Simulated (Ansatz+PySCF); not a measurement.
The numbers below are computed, except where a source is named.
## PySCF 2.14.0 run

```python
from pyscf import gto, scf, mp

# the (T+d) and (D+d) sets load through basis_set_exchange
mol = gto.M(atom="""
S 0.000000 0.187350 -1.436770
S 0.000000 -0.633520 0.307640
H 0.000000 0.446170 1.129130
""", basis={'H': 'cc-pvtz', 'S': 'cc-pv(t+d)z'}, charge=0, spin=1)
mf = scf.UHF(mol)
mf.kernel()
pt = mp.MP2(mf, frozen=10).run()
print(mf.e_tot, pt.e_corr, pt.e_tot)
```

The script is written out from the run's settings.

The run gave:

```yaml
Converged: yes
Reference_energy: -795.67224 hartree
Correlation_energy: -0.32780 hartree
Total_energy: -796.00004 hartree
Spin_squared_of_the_determinant: 0.772
```
